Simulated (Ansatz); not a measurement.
## [Br···H···H], doublet: transfer scan

Starting geometry:

```csv
atom,x (Å),y (Å),z (Å)
Br,0.0000,0.0000,-1.4079
H,0.0000,0.0000,0.0127
H,0.0000,0.0000,1.3951
```

From there H2 is moved from one fragment to the other while all else, the fragments' distance too, stays fixed, so the hump isn't the reaction's barrier; atoms are numbered as listed. Energies are in kJ/mol, counted from the starting geometry at the same level. Kohn–Sham curves are unrestricted where that lies lower.

Basis cc-pVTZ; Ansatz 0.2.0. Correlated methods freeze the noble-gas cores and the filled d shells of p-block atoms. R marks a restricted (for open shells ROHF) determinant, U an unrestricted one. No spin–orbit coupling is included, and no scalar relativity.

Full CI isn't at hand for all of this; UCCSDT(Q) serves as the reference, and is uncertain by about the last step of the cluster series.

| distance Br1-H2 (Å) | UCCSDT(Q) | curve A | curve B | curve C | curve D |
| --- | --- | --- | --- | --- | --- |
| 1.421 | 0.0 | 0.0 | 0.0 | 0.0 | 0.0 |
| 1.512 | 0.7 | 0.7 | 5.2 | -4.9 | 7.5 |
| 1.694 | 4.0 | 4.1 | 23.3 | -5.5 | 21.7 |
| 1.876 | -30.1 | -30.2 | -10.4 | -27.7 | -17.6 |
| 2.058 | -64.8 | -65.1 | -50.8 | -47.7 | -67.8 |

Problem. The curves come from UCCSDT, UHF, UMP2, r2SCAN. Compare each with UCCSDT(Q) and say which is which.

Solution. A: UCCSDT, B: UMP2, C: r2SCAN, D: UHF. Spread of the error against UCCSDT(Q), over the points where both stand: A 0.4, B 19.6, C 26.6, D 20.8 kJ/mol. 

Functionals correlate the shells that the reference freezes, so part of their error here is the reference's.
